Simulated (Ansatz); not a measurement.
Rock-salt HfC

All values below come from PBEsol (PAW; Ansatz, a first-principles code).

Settings: plane-wave cutoff 520 eV, 24×24×24 k mesh, Fermi–Dirac smearing 0.065 eV (set by the program), scalar-relativistic PAW data made under PBE.

Cell (relaxed at this level):

HfC has the cubic space group Fm-3m (No. 225), the rock salt structure, Pearson symbol cF8. Lattice parameters: a = b = c = 4.607 Å, α = β = γ = 90.00°. Hf on 4a has 6 C at 2.303 Å (octahedral). C on 4b sees 6 Hf at 2.303 Å (octahedral). (Neighbours: up to the widest gap in distance over summed covalent radii, below 1.35, at either atom; cation-cation and far metal-metal contacts left out.)
(The calculation used a cell of 2 atoms; values per cell refer to that cell.)

For rock-salt HfC, the elastic constant C11 is 538 GPa. The elastic constant C12 is 104 GPa, the elastic constant C44 is 173 GPa and the voigt–Reuss–Hill bulk modulus is 248 GPa. The polycrystal shear modulus (Hill average) is 190 GPa. The Young modulus comes out as 453 GPa. The Poisson ratio comes out as 0.195.

Measured, for comparison: elastic constant C11 500 GPa, elastic constant C44 180 GPa (temperature not stated, no zero-point or thermal correction; as tabulated in Wu et al. (2005), arXiv:cond-mat/0412374). Computed (rounded) less measured: elastic constant C11 +8 %, elastic constant C44 -4 %. A static lattice is as a rule a little smaller and stiffer than an uncorrected measurement, which narrows the difference in the elastic constant C11 and would widen misses of the other sign.

Elastic constants are with the ions relaxed.

Spin–orbit coupling is not included.

Computing time: roughly 8 core-minutes.
